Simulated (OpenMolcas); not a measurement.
**One shape, several levels: singlet C2H6Al−**

Wanted: a comparison of 6 runs (B3LYP/6-31G*, B2PLYP/def2-SVPD, B3LYP/def2-SVPD, BLYP/def2-SVPD, r2SCAN/def2-SVPD, CCSD(T)/def2-SVPD) of singlet C2H6Al−. 

Program for the calculation: OpenMolcas 26.06.

## Step 1: The system as given

C2H6Al− has 9 atoms, charge -1, and is taken as a singlet. As SMILES of the parent species, `[CH3][Al][CH3]`. Geometry: relaxed at PBE0-D4/def2-TZVP. That shape belongs to the parent species and isn't relaxed for this state.

Bond lengths: C1–Al2 1.972 Å, Al2–C3 1.969 Å, C1–H4 1.095 Å, C1–H5 1.095 Å, C1–H6 1.095 Å, C3–H7 1.097 Å, C3–H8 1.097 Å, C3–H9 1.091 Å. Some angles: C1–Al2–C3 118.6°, Al2–C1–H4 111.5°, Al2–C1–H5 111.1°, Al2–C1–H6 111.0°, Al2–C3–H7 109.3°, Al2–C3–H8 109.4°, Al2–C3–H9 114.5°, H4–C1–H5 108.3°, H4–C1–H6 108.2°, H5–C1–H6 106.6°.

## Step 2: A single-point energy at B3LYP/6-31G(d) (spherical functions) (run 1)

File input.xyz:

```xyz
9

C     -0.810700     1.130600    -0.941500
Al     0.731000     0.705500     0.211900
C      0.877300    -1.111400     0.957800
H     -1.467800     0.264500    -1.069000
H     -0.481900     1.460900    -1.931900
H     -1.401500     1.950000    -0.519700
H      0.915300    -1.838200     0.137400
H     -0.021800    -1.337900     1.543500
H      1.748700    -1.270300     1.594400
```

File mol.input:

```
&GATEWAY
 BasLib = $CurrDir
 Coord = input.xyz
 Basis = 6-31Gs
 Group = NoSym

&SEWARD
 GridInput
 Grid=UltraFine
 End of Grid

&SCF
 Charge = -1
 KSDFT = B3LYP
 Thresholds = 1e-10 1e-07 1e-07 1e-05
 PrOrbitals = 1
```

The basis set 6-31G* is read from a file made from the Basis Set Exchange's data (not shown).

Started as:

```
$ export MOLCAS_MEM=1860
$ pymolcas mol.input > mol.log
```

What it wrote:

```text
--- Start Module: gateway ---
[...]
--- Stop Module: gateway /rc=_RC_ALL_IS_WELL_ ---
--- Start Module: seward ---
[...]
      Basis functions           58
--- Stop Module: seward /rc=_RC_ALL_IS_WELL_ ---
--- Start Module: scf ---
[...]
       Convergence after  17 Iterations
[...]
::    Total KS-DFT energy                            -322.2155441773
[...]
      Total spin, S                                     0.0000000000
[...]
      Total electronic charge=   32.000000
      Total            charge=   -1.000000
[...]
      Dipole Moment (debye):
      Origin of the operator (angstrom)=    0.3473    0.3242    0.0993
                   X= -3.4950E+00               Y= -3.4922E+00               Z= -1.0174E+00           Total=  5.0443E+00
      Center of Charge (angstrom)
[...]
--- Stop Module: scf /rc=_RC_ALL_IS_WELL_ ---
[...]
```

Wall time 18 s (1 thread of Arm Neoverse V2, shared host); peak memory 0.39 GiB.

## Step 3: The energy at B2PLYP/def2-SVPD (run 2)

File calc.input:

```
&gateway
 baslib=$CurrDir
 basisset
 C.def2-SVPD....
 C1 -0.810700 1.130600 -0.941500 angstrom
 C3 0.877300 -1.111400 0.957800 angstrom
 End of Basis
 basisset
 Al.def2-SVPD....
 Al2 0.731000 0.705500 0.211900 angstrom
 End of Basis
 basisset
 H.def2-SVPD....
 H4 -1.467800 0.264500 -1.069000 angstrom
 H5 -0.481900 1.460900 -1.931900 angstrom
 H6 -1.401500 1.950000 -0.519700 angstrom
 H7 0.915300 -1.838200 0.137400 angstrom
 H8 -0.021800 -1.337900 1.543500 angstrom
 H9 1.748700 -1.270300 1.594400 angstrom
 End of Basis

&seward
 gridinput
 Grid=UltraFine
 End of Grid

&scf
 charge=-1
 ksdft=B2PLYP_SCF
 thresholds=1e-10 1e-07 1e-07 1e-05
 prorbitals=1

&mbpt2
 frozen=7
```

The basis set def2-SVPD is read from a file made from the Basis Set Exchange's data (not shown).

Started as:

```
$ export MOLCAS_MEM=1860
$ pymolcas calc.input > calc.log
```

What it wrote:

```text
--- Start Module: gateway ---
[...]
--- Stop Module: gateway /rc=_RC_ALL_IS_WELL_ ---
[...]
      Basis functions          112
[...]
--- Start Module: scf ---
[...]
       Convergence after  17 Iterations
[...]
::    Total KS-DFT energy                            -321.7467911821
[...]
      Total spin, S                                     0.0000000000
[...]
      Total electronic charge=   32.000000
      Total            charge=   -1.000000
[...]
      Dipole Moment (debye):
      Origin of the operator (angstrom)=    0.3473    0.3242    0.0993
                   X= -3.4299E+00               Y= -3.4239E+00               Z= -9.9975E-01           Total=  4.9484E+00
      Center of Charge (angstrom)
[...]
--- Stop Module: scf /rc=_RC_ALL_IS_WELL_ ---
[...]
--- Start Module: mbpt2 ---
[...]
 ###    WARNING: MP2 implementation intended for RHF references only         ###
 ###############################################################################
MBPT2 WARNING: Reference function according to RunFile:KS-DFT
I'll assume you know what you're doing and continue
WARNING!
Default frozen orbitals as non valence orbitals is overwritten by user input.
Default values:   4
[...]
       Reference weight ( Cref**2 )         =        0.78334
::    Total MBPT2 energy                             -322.2304668593
[...]
      Total MBPT2 calculations                           0.50      0.61
--- Stop Module: mbpt2 /rc=_RC_ALL_IS_WELL_ ---
[...]
```

It took 62 s on 1 thread of Arm Neoverse V2, shared host; peak memory 0.67 GiB.

Runs 3 to 5 aren't shown in full; the table further down has their settings and results.

## Step 4: The energy at CCSD(T)/def2-SVPD (Cholesky decomposition) (run 6)

File test.inp:

```
>>> EXPORT MOLCAS_PRINT=2

&GATEWAY
 BasLib=$CurrDir
 Coord
 9
 bohr
 C     -1.53200097     2.13652436    -1.77917715
 Al     1.38138980     1.33320178     0.40043297
 C      1.65785673    -2.10024161     1.80997968
 H     -2.77374001     0.49983256    -2.02011723
 H     -0.91065902     2.76070090    -3.65076190
 H     -2.64845116     3.68496594    -0.98209067
 H      1.72966632    -3.47369456     0.25964837
 H     -0.04119603    -2.52826458     2.91679227
 H      3.30456407    -2.40051910     3.01297933
 Basis=def2-SVPD
 Group=NoSym

&SEWARD
 High

&SCF
 Charge=-1
 Thresholds=1e-10 1e-07 1e-07 1e-05
 PrOrbitals=1 1

&CHCC
 Frozen=7
 Threshold=1e-08
 MaxIterations=80

&CHT3
 Frozen=7
```

The basis set def2-SVPD is read from a file made from the Basis Set Exchange's data (not shown).

Started as:

```
$ export MOLCAS_MEM=1860
$ pymolcas test.inp > test.log
```

What it wrote:

```text
--- Start Module: gateway ---
[...]
--- Stop Module: gateway /rc=_RC_ALL_IS_WELL_ ---
[...]
      Basis functions          112
[...]
       Convergence after  16 Iterations
[...]
::    Total SCF energy                               -320.9660450880
[...]
      Total spin, S                                     0.0000000000
[...]
      Total electronic charge=   32.000000
      Total            charge=   -1.000000
[...]
      Dipole Moment (debye):
      Origin of the operator (angstrom)=    0.3473    0.3242    0.0993
                   X= -3.9306E+00               Y= -3.9286E+00               Z= -1.1440E+00           Total=  5.6739E+00
      Center of Charge (angstrom)
[...]
--- Start Module: chcc ---
[...]
--- Stop Module: chcc /rc=_RC_ALL_IS_WELL_ ---
[...]
--- Start Module: cht3 ---
[...]
--- Stop Module: cht3 /rc=_RC_ALL_IS_WELL_ ---
[...]
```

Wall time 5.7 min (1 thread of Arm Neoverse V2, shared host); peak memory 0.22 GiB.

## Step 5: All runs side by side

```csv
run,level,frozen core orbitals,integral approximation,energy (Eh),HOMO energy (eV),LUMO energy (eV),HOMO–LUMO gap (eV),wall time
1,B3LYP/6-31G* (spherical functions),–,none,-322.215544,2.18,4.34,2.16,18 s
2,B2PLYP/def2-SVPD,7,none,-321.877384,0.53,4.78,4.25,62 s
3,B3LYP/def2-SVPD,–,none,-322.127120,1.10,3.67,2.57,61 s
4,BLYP/def2-SVPD,–,none,-322.041432,1.71,3.20,1.49,53 s
5,r2SCAN/def2-SVPD,–,none,-322.012726,1.59,3.21,1.61,76 s
6,CCSD(T)/def2-SVPD (Cholesky decomposition),7,CD high,-321.418646,-0.33,5.90,6.23,5.7 min
```

## Step 6: Summary of results

| quantity | value |
| --- | --- |
| run 6: total energy | -321.41865 Eh |
| run 6: HOMO energy (Hartree–Fock orbitals) | -0.33 eV |
| run 6: LUMO energy (Hartree–Fock orbitals) | 5.90 eV |
| run 6: HOMO–LUMO gap (to an unbound level, set by the basis) | 6.23 eV |
| run 6: correlation energy (7 core orbitals frozen) | -452.6 mEh |
| run 6: (T) correction | -15.62 mEh |

Over runs 1, 2, 3, 4, 5 the HOMO–LUMO gap runs from 1.49 eV (BLYP/def2-SVPD) to 4.25 eV (B2PLYP/def2-SVPD). The empty levels of an anion lie above zero and hang on the basis. A double hybrid's value is that of its SCF part. For B2PLYP the log adds the whole second-order term; the table takes 0.27 of it, as the functional is defined. Totals of different functionals can't be ranked against each other. In runs 1, 2, 3, 4, 5 the HOMO lies above zero, so the outermost electron may be held by the basis alone. All runs together took 10 min, the longest 5.7 min.
